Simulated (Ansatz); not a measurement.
Born–Oppenheimer molecular dynamics of BClFH (4 atoms, charge 0, multiplicity 1). It starts from a relaxed structure.

Method: RKS CAM-B3LYP-D4/def2-SVP in Ansatz.

```
ensemble                      : NVE (velocity Verlet)
time step                     : 0.5 fs
steps asked                   : 100
starting velocities drawn for : 100 K
masses                        : H 2.014 u
seed                          : 295059
```

First frame:

```xyz
4
Properties=species:S:1:pos:R:3
B 0.003 0.000 0.028
Cl -0.016 0.000 1.772
H 1.037 0.000 -0.581
F -1.137 0.000 -0.615
```

Q: How far do the bonds stretch over the last three quarters of this one trajectory? (Pairs bonded in most of those frames.)

A: 
| bond | mean (Å) | spread (Å) | shortest | longest |
| --- | --- | --- | --- | --- |
| B1–Cl2 | 1.749 | 0.012 | 1.73 | 1.77 |
| B1–H3 | 1.203 | 0.017 | 1.18 | 1.23 |
| B1–F4 | 1.311 | 0.005 | 1.30 | 1.32 |

Mean temperature of the second half: 54 K. The conserved energy stayed within 0.021 meV per atom of its start (net change 0.0015 meV per atom), so the integration is sound. A run of 0.05 ps of so small a system gives no equilibrium averages.

The run took 100 s on 1 thread of Arm Neoverse V1, with other jobs on the host, peak memory 0.098 GiB.
